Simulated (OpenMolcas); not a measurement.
# CF (SMILES [C]F) at ROCCSD(T)/ANO-R2 (sfX2C)

Aim: the vertical doublet–quartet gap of CF at ROCCSD(T)/ANO-R2 (sfX2C), from 2 runs. 

Program for the calculation: OpenMolcas 26.06.

2 further runs of the same task are left out: 1 for a known fault of the program, 1 that didn't finish.

## (1) The system as given

CF: 2 atoms, total charge 0, spin state doublet. SMILES: `[C]F`. The coordinates come from a GFN2-xTB relaxation.

Bond lengths: C1–F2 1.274 Å.

## (2) The energy at ROCCSD(T)/ANO-R2 (sfX2C)

Contents of job.input:

```
>>> EXPORT MOLCAS_PRINT=2

&gateway
  coord
  2
  bohr
  C      0.00000000     0.00000000     0.00000000
  F      0.00000000     0.00000000     2.40826697
  basis=ANO-R2
  group=NoSym

&seward

&scf
  uhf
  spin=2
  prorbitals=0

&rasscf
  fileorb=$Project.UnaOrb
  spin=2
  nactel=1 0 0
  inactive=7
  ras2=1
  outorbitals=Canonical
  orblisting=Nothing

&motra
  jobiph
  frozen=2

&ccsdt
  cct
  triples=3
  iterations=50
  extrapolation=5 4
```

Launch:

```
$ export MOLCAS_MEM=1860
$ pymolcas job.input > job.log
```

The program printed:

```text
--- Start Module: gateway ---
[...]
--- Stop Module: gateway /rc=_RC_ALL_IS_WELL_ ---
[...]
      Basis functions           66
[...]
       Convergence after  12 Iterations
[...]
::    Total SCF energy                               -137.3363604009
[...]
      Total spin, S                                     0.5062199919
[...]
      Number of active orbitals                  1
[...]
      Spin quantum number                      0.5
[...]
      Active orbitals                            1
[...]
      Number of CSFs                             1
[...]
      Number of root(s) required                 1
[...]
      Convergence after  7 iterations
[...]
      printout of CI-coefficients larger than  0.05 for root  1
      energy=    -137.330984
      conf/sym  1     Coeff  Weight
             1  u   1.00000 1.00000
      Natural orbitals and occupation numbers for root  1
      sym 1:   1.000000
      ************************************************************************************************************************
      *                                                    Final results                                                     *
[...]
::    RASSCF root number  1 Total energy:   -137.33098389
[...]
      Total electronic charge=   15.000000
      Total            charge=   -0.000000
[...]
      Dipole Moment (debye):
      Origin of the operator (angstrom)=    0.0000    0.0000    0.7811
                   X= -1.9364E-10               Y=  1.5632E-09               Z=  4.2188E-01           Total=  4.2188E-01
      Quadrupole Moment (debye*angstrom):
[...]
--- Start Module: motra ---
[...]
      *** WARNING: Default frozen orbitals is overwritten by user input.
      *** Default values:   2
[...]
--- Stop Module: motra /rc=_RC_ALL_IS_WELL_ ---
--- Start Module: ccsdt ---
[...]
      Convergence after                    13  Iterations
      Total energy (diff) :    -137.71244661      -0.00000006
[...]
 METHOD                       : CCSD+T(CCSD)+<T3(1)WT1>+<T3(1)UT2> = CCSD(T)
[...]
       CCSD     =      -137.7124466093629
[...]
--- Stop Module: ccsdt /rc=_RC_ALL_IS_WELL_ ---
[...]
```

Run time: 7.8 s. Hardware: 1 thread of Arm Neoverse V2, shared host; peak memory 0.41 GiB.

## (3) The quartet

Contents of job.inp:

```
&GATEWAY
 Coord
 2
 bohr
 C      0.00000000     0.00000000     0.00000000
 F      0.00000000     0.00000000     2.40826697
 Basis=ANO-R2
 Group=NoSym

&SEWARD

&SCF
 UHF
 Spin=4
 PrOrbitals=0

&RASSCF
 FileOrb=$Project.UnaOrb
 Spin=4
 Nactel=3 0 0
 Inactive=6
 Ras2=3
 OutOrbitals=Canonical
 OrbListing=Nothing

&MOTRA
 JobIph
 Frozen=2

&CCSDT
 CCT
 Triples=3
 Iterations=50
 Extrapolation=5 4
```

Launch:

```
$ export MOLCAS_MEM=1860
$ pymolcas job.inp > job.log
```

The program printed:

```text
--- Start Module: gateway ---
[...]
--- Stop Module: gateway /rc=_RC_ALL_IS_WELL_ ---
[...]
      Basis functions           66
[...]
       Convergence after  15 Iterations
[...]
::    Total SCF energy                               -137.2534279715
[...]
      Total spin, S                                     1.5014817217
[...]
      Number of active orbitals                  3
[...]
      Spin quantum number                      1.5
[...]
      Active orbitals                            3
[...]
      Number of CSFs                             1
[...]
      Number of root(s) required                 1
[...]
      Convergence after  7 iterations
[...]
      printout of CI-coefficients larger than  0.05 for root  1
      energy=    -137.250455
      conf/sym  111     Coeff  Weight
             1  uuu   1.00000 1.00000
      Natural orbitals and occupation numbers for root  1
      sym 1:   1.000000   1.000000   1.000000
      ************************************************************************************************************************
      *                                                    Final results                                                     *
[...]
::    RASSCF root number  1 Total energy:   -137.25045518
[...]
      Total electronic charge=   15.000000
      Total            charge=   -0.000000
[...]
      Dipole Moment (debye):
      Origin of the operator (angstrom)=    0.0000    0.0000    0.7811
                   X= -2.4592E-11               Y= -9.4787E-11               Z= -9.4243E-01           Total=  9.4243E-01
      Quadrupole Moment (debye*angstrom):
[...]
--- Start Module: motra ---
[...]
      *** WARNING: Default frozen orbitals is overwritten by user input.
      *** Default values:   2
[...]
--- Stop Module: motra /rc=_RC_ALL_IS_WELL_ ---
--- Start Module: ccsdt ---
[...]
      Convergence after                    14  Iterations
      Total energy (diff) :    -137.58465916      -0.00000003
[...]
 METHOD                       : CCSD+T(CCSD)+<T3(1)WT1>+<T3(1)UT2> = CCSD(T)
[...]
       CCSD     =      -137.5846591612514
[...]
--- Stop Module: ccsdt /rc=_RC_ALL_IS_WELL_ ---
[...]
```

It took 8.1 s on 1 thread of Arm Neoverse V2, shared host; peak memory 0.41 GiB.

## (4) Summary of results

At ROCCSD(T)/ANO-R2 (sfX2C), 2 core orbitals frozen:

| quantity | value |
| --- | --- |
| doublet: total energy | -137.72634 Eh |
| doublet: (T) correction | -13.90 mEh |
| quartet: total energy | -137.59485 Eh |
| quartet: (T) correction | -10.20 mEh |
| vertical energy of the quartet above the doublet | 3.578 eV |

**Reading.** At this shape the quartet lies 3.58 eV (83 kcal/mol) above the doublet.
